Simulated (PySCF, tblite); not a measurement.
Structures optimised with GFN2-xTB, isolated species. One conformer each, none proved a minimum here. Atom numbers follow the mapped SMILES.

Problem. Rank these C–N bonds from shortest to longest.
A. N1–C2 in `[N:1]#[C:2][CH2:3][CH2:4][Cl:5]` with C2–C3–C4–Cl5 180°
B. N2–C4 in `[SiH3:1][N:2]([SiH3:3])[c:4]1[cH:5][cH:6][s:7][cH:8]1`
C. C6–N7 in `[CH3:1][S:2](=[O:3])(=[O:4])[C-:5]([C:6]#[N:7])[S:8]([CH3:9])(=[O:10])=[O:11]` (charge -1) with C1–S2–C5–C6 -67°, S2–C5–S8–C9 78°
D. N5–C6 in `[CH3:1][CH2:2][C:3]1=[N:4][N:5]([CH3:6])[CH2:7][CH2:8]1` with C1–C2–C3–N4 112°, C3–N4–N5–C6 -150°, N4–N5–C7–C8 15°, N5–C7–C8–C3 -12°, C2–C3–C8–C7 -176°

Solution. A (1.142 Å), C (1.158 Å), B (1.390 Å), D (1.436 Å).

- 1.142 Å: drawn triple, nitrile nitrogen to nitrile carbon
- 1.158 Å: drawn triple, ends: carbon bonded to C and N; nitrogen bonded to C
- 1.390 Å: drawn single, nitrogen bridging silicon atoms to aromatic carbon bearing nitrogen
- 1.436 Å: drawn single, ends: nitrogen bonded to 2 C and N; N-methyl carbon

Problem. Order the C–C distances, shortest first.
A. C2–C3 in `[CH:1]#[C:2][CH2:3][Cl:4]`
B. C1–C2 in `[CH3:1][CH2:2][C:3]1=[N:4][N:5]([CH3:6])[CH2:7][CH2:8]1` with C1–C2–C3–N4 112°, C3–N4–N5–C6 -150°, N4–N5–C7–C8 15°, N5–C7–C8–C3 -12°, C2–C3–C8–C7 -176°
C. C3–C4 in `[CH3:1][P:2]([C:3]#[C:4][PH2:5])[CH2:6][OH:7]` with C1–P2–C6–O7 73°, P2–C6–O7–H 66°
D. C3–C8 in `[N:1]#[C:2][C@H:3]1[CH2:4][Si@H:5]([S:6][SiH3:7])[CH2:8]1` with C4–Si5–S6–Si7 -171°, C2–C3–C4–Si5 105°, C3–C4–Si5–S6 125°, C4–Si5–C8–C3 -10°, C2–C3–C8–Si5 -105°
E. C5–C6 in `[CH:1]#[C:2][CH2:3][C:4]#[C:5][C:6]([F:7])=[C:8]([F:9])[F:10]`
F. C4–C8 in `[SiH3:1][N:2]([SiH3:3])[c:4]1[cH:5][cH:6][s:7][cH:8]1`

Solution. C (1.212 Å), F (1.365 Å), E (1.408 Å), A (1.439 Å), B (1.530 Å), D (1.549 Å).

- 1.212 Å: drawn triple, both ends alkyne carbon
- 1.365 Å: aromatic, aromatic carbon bearing nitrogen to aromatic CH next to a ring sulfur, in a 5-membered ring
- 1.408 Å: drawn single, alkyne carbon to vinylic C–F carbon
- 1.439 Å: drawn single, alkyne carbon to sp3 C–Cl carbon
- 1.530 Å: drawn single, methyl carbon to chain CH2 carbon
- 1.549 Å: drawn single, sp3 carbon next to a nitrile to sp3 carbon bound to silicon, in a 4-membered ring

Problem. Order these C–C–C angles, narrowest first.
A. C2–C3–C4 in `[N:1]#[C:2][CH2:3][CH2:4][Cl:5]` with C2–C3–C4–Cl5 180°
B. C1–C2–C3 in `[CH:1]#[C:2][CH2:3][C:4]#[C:5][C:6]([F:7])=[C:8]([F:9])[F:10]`
C. C3–C8–C7 in `[CH3:1][CH2:2][C:3]1=[N:4][N:5]([CH3:6])[CH2:7][CH2:8]1` with C1–C2–C3–N4 112°, C3–N4–N5–C6 -150°, N4–N5–C7–C8 15°, N5–C7–C8–C3 -12°, C2–C3–C8–C7 -176°
D. C4–C5–C6 in `[SiH3:1][N:2]([SiH3:3])[c:4]1[cH:5][cH:6][s:7][cH:8]1`
E. C1–C2–C3 in `[CH:1]#[C:2][CH2:3][Cl:4]`

Solution. C (100.5°), A (110.1°), D (113.1°), E (177.6°), B (179.4°).

All values are computed, not measured.
